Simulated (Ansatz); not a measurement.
# GaP: pressure series

Start from GaP in the zinc blende structure (space group F-43m, No. 216; a = 5.452 Å).

Cell and atoms are relaxed at each pressure.

Computed with r2SCAN (Ansatz, a program for electronic structure; PAW; 500 eV plane waves; no SOC), earlier PAW set.

```tsv
pressure (GPa)	volume per atom (Å³/atom)
-1	20.491
0	20.254
3	19.620
7	18.912
15	17.802
30	16.332
50	14.997
75	?
100	12.966
```

Q: Fit the third-order Birch–Murnaghan form P(V) = (3B₀/2)[(V₀/V)^(7/3) − (V₀/V)^(5/3)]·[1 + (3/4)(B₀′ − 4)((V₀/V)^(2/3) − 1)] (squares taken in P) to the rows shown and predict the withheld row.

A: Least squares on the printed values gives V₀ = 20.246 Å³/atom, B₀ = 90.1 GPa, B₀′ = 4.1; this predicts 13.826 Å³/atom, and the run gives 13.829 Å³/atom, 0.003 higher.

Measured bulk modulus of GaP: 89.6 GPa (static lattice; corrected from measurement; as listed in Daniel Mejia-Rodriguez, S. B. Trickey, Phys. Rev. B (2018)); the computed value is 1 % above it.

Load acts through the strain it causes; cell and atoms are relaxed under it. Whether these cells are dynamically stable was not tested. Measured, GaP leaves this structure (for a Cmcm phase) near 26 GPa (temperature not stated; as listed in Datta, Sujoy, Jana, Debnarayan, arXiv (2020)).
